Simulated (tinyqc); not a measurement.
Stretching all distances: RHF, UHF, MP2, CISD and CCSD against full CI in the sto-3g basis, for H2O, spin multiplicity 1. Computed by the program tinyqc with PySCF. 

Geometry (angstrom):
```
atom       x        y       z
O     0.0000   0.0000  0.0000
H     0.0000   0.6370  0.6290
H     0.0000  -0.6370  0.6290
```

All coordinates are multiplied by the scale. c0^2 is the weight of the RHF determinant in the lowest singlet FCI state (UHF is spin-contaminated and may lie near states of higher spin) and n(LUMO) the first natural occupation beyond the occupied space.

Full CI energy (hartree) and errors against it (kcal/mol):
```
scale  distance 1-2 (angstrom)     E(FCI)      RHF     UHF     MP2    CISD    CCSD  <S^2> UHF   c0^2  n(LUMO)
0.930                    0.833  -74.91919   23.812  23.812   6.000   0.217   0.042      0.000  0.983    0.018
1.150                    1.029  -75.02168   39.052  39.052  11.073   0.758   0.100      0.000  0.963    0.039
1.380                    1.235  -74.97717   62.616  62.616  19.251   2.552   0.285      0.000  0.920    0.083
1.600                    1.432  -74.90197   93.620  68.392  30.074   6.873   0.628      0.982  0.848    0.160
1.820                    1.629  -74.83414  133.348  45.912  43.601  15.344   0.590      1.530  0.737    0.282
2.040                    1.826  -74.78667  180.409  24.232  59.746  28.442  -1.840      1.782  0.590    0.447
```

UHF parts from RHF first at scale 1.6 of those listed, where <S^2> leaves zero. The weight c0^2 goes from 0.98 to 0.59 and n(LUMO) from 0.02 to 0.45: static correlation grows as the bonds break into open-shell fragments. The spread of the error along the curve, which distorts its shape, is CCSD 2.5, CISD 28.2, UHF 44.6, MP2 53.7, RHF 156.6 kcal/mol. Below FCI somewhere: CCSD, as non-variational methods may be.
